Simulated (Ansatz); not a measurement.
**Molecular dynamics, step by step**

C2H7N, closed shell, revPBE-D4/def2-SVP (Ansatz 0.2.0). Settings (timestep in fs, temperature in K, friction in 1/fs; T counts 30 degrees of freedom, while the starting velocities carry no drift of the centre of mass, so T starts below the set value):

```yaml
hamiltonian: {xc: {name: revPBE}, dispersion: d4}
md: {n_steps: 80, timestep: 1.0, temperature: 500, ensemble: nvt_langevin, seed: 607, friction: 0.01, initial_velocities: maxwell_boltzmann}
```

Start, the saddle point found with PBE0-D4 in triple zeta (not stationary at another level):

```
10
angstrom
N -1.1907 0.0364 -0.0404
C 0.2585 -0.5654 0.1264
H 0.3261 -1.3689 -0.6113
H 0.2776 -0.9996 1.1290
C 1.0919 0.6318 -0.1011
H 1.6611 0.9699 0.7624
H 1.6993 0.6077 -1.0036
H -0.6315 1.0034 -0.2166
H -1.7165 -0.3184 -0.8400
H -1.7757 0.0031 0.7954
```

```
step  time (fs)  potential energy less the start (meV)  kinetic energy (meV)  T (K)
   0       0.00                                    0.0                 581.7    450
   5       5.00                                  246.0                 401.9    311
  10      10.00                                  209.8                 447.0    346
  15      15.00                                  -36.1                 748.4    579
  20      20.00                                -1757.5                2420.2   1872
  25      25.00                                -1042.8                1641.3   1270
  30      30.00                                 -845.2                1467.2   1135
  35      35.00                                -1750.3                2316.7   1792
  40      40.00                                 -781.9                1556.1   1204
  45      45.00                                -1389.1                1822.7   1410
  50      50.00                                -1095.8                1622.8   1255
  55      55.00                                 -807.3                1245.4    964
  60      60.00                                 -830.3                1033.3    799
  65      65.00                                -1001.9                1212.5    938
  70      70.00                                -1926.9                1918.3   1484
  75      75.00                                -2478.8                2382.4   1843
  80      80.00                                -1285.1                1101.4    852
```

Step 15, positions (Å) and forces (eV/Å):

```json
{"atom": "N1", "x": "-1.218", "y": "0.153", "z": "-0.069", "Fx": "-0.511", "Fy": "-0.646", "Fz": "0.422"}
{"atom": "C2", "x": "0.177", "y": "-0.575", "z": "0.192", "Fx": "-1.210", "Fy": "-1.464", "Fz": "1.601"}
{"atom": "H3", "x": "0.184", "y": "-1.499", "z": "-0.468", "Fx": "-0.071", "Fy": "0.415", "Fz": "0.706"}
{"atom": "H4", "x": "0.166", "y": "-0.852", "z": "1.361", "Fx": "0.050", "Fy": "0.188", "Fz": "-2.218"}
{"atom": "C5", "x": "1.107", "y": "0.518", "z": "-0.202", "Fx": "0.900", "Fy": "1.368", "Fz": "1.372"}
{"atom": "H6", "x": "1.689", "y": "0.867", "z": "0.738", "Fx": "-0.611", "Fy": "-0.155", "Fz": "-1.091"}
{"atom": "H7", "x": "1.904", "y": "0.323", "z": "-0.984", "Fx": "-0.901", "Fy": "0.032", "Fz": "0.203"}
{"atom": "H8", "x": "-0.298", "y": "1.066", "z": "-0.260", "Fx": "1.852", "Fy": "0.580", "Fz": "-0.961"}
{"atom": "H9", "x": "-1.715", "y": "-0.262", "z": "-0.882", "Fx": "0.029", "Fy": "0.229", "Fz": "0.201"}
{"atom": "H10", "x": "-1.906", "y": "0.283", "z": "0.713", "Fx": "0.472", "Fy": "-0.547", "Fz": "-0.237"}
```

Step 50, positions (Å) and forces (eV/Å):

```csv
atom,x,y,z,Fx,Fy,Fz
N1,-1.605,0.257,0.089,3.175,-0.708,-2.890
C2,-0.137,-0.213,0.158,-1.433,-4.921,1.622
H3,-0.093,-1.218,-0.449,-0.777,1.312,0.583
H4,-0.026,-0.744,1.233,0.016,1.200,-1.497
C5,1.277,0.324,-0.217,-2.486,4.341,-3.033
H6,1.681,0.861,0.636,1.089,-0.131,0.446
H7,1.916,-0.298,-0.909,-0.326,-0.042,1.172
H8,1.054,1.298,-0.991,0.520,-2.032,1.609
H9,-2.191,-0.280,-0.568,0.472,0.294,0.370
H10,-2.125,0.685,0.805,-0.249,0.686,1.619
```

Step 55, positions (Å) and forces (eV/Å):

```csv
atom,x,y,z,Fx,Fy,Fz
N1,-1.601,0.295,0.075,0.572,1.892,1.430
C2,-0.227,-0.261,0.198,-0.240,0.969,-2.789
H3,-0.305,-1.126,-0.426,0.195,-1.223,-1.020
H4,-0.049,-0.706,1.117,0.387,-0.861,3.010
C5,1.255,0.348,-0.230,-2.437,4.653,-2.002
H6,1.830,0.931,0.542,-0.385,-0.688,-0.130
H7,1.869,-0.298,-0.833,0.516,-1.196,-0.034
H8,1.192,1.384,-1.240,-0.314,-2.574,2.636
H9,-2.350,-0.179,-0.459,0.947,-0.038,0.325
H10,-1.997,0.817,0.919,0.759,-0.934,-1.426
```

Last step (80):

N1  (-1.562, 0.565, 0.065)
C2  (-0.301, -0.296, 0.153)
H3  (-0.549, -1.204, -0.433)
H4  (-0.147, -0.671, 1.186)
C5  (0.835, 0.290, -0.292)
H6  (1.065, 1.268, 0.322)
H7  (1.855, -0.212, -0.593)
H8  (0.532, 0.979, -1.440)
H9  (-2.361, 0.068, 0.361)
H10  (-1.385, 1.221, 0.811)
(Å)

Hardware: 2 CPU threads of an Arm Neoverse V1, shared host. Wall time about 77 s.
